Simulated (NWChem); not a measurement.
Total energies of Cl₂ (+1)

```
Cl
Cl 1 1.9598
```
Charge +1, spin multiplicity 2.

Everything below was run with NWChem. The geometry was optimised at UPBE/def2-SVP, a minimum by its harmonic frequencies.

Basis set: cc-pVQZ (118 functions).

```
method   total energy (Ha)  relative cost
-------  -----------------  -------------
UHF             -918.60381              1
UMP2            -919.00071        under 3
UB2PLYP         -919.74810        under 3
UPBE            -919.63238        under 3
UB3LYP          -920.02575        under 3
UTPSS           -920.04465        under 3
```

Total energies of different functionals aren't comparable as a measure of quality: only differences taken within one method are. Costs are rough ratios of processor time within this set of runs, SCF included, with UHF as 1.

The correlated methods keep 10 core orbitals frozen. B3LYP has NWChem's definition, with VWN1-RPA local correlation. The structure started from a generated list of species. The unpaired electrons of the parent sit in orbitals of symmetry b3g (D2h labels of the run); other states weren't searched. The stability of the SCF solutions was not checked. Open-shell Hartree-Fock references start from PBE0 orbitals; any time given for them includes that run.
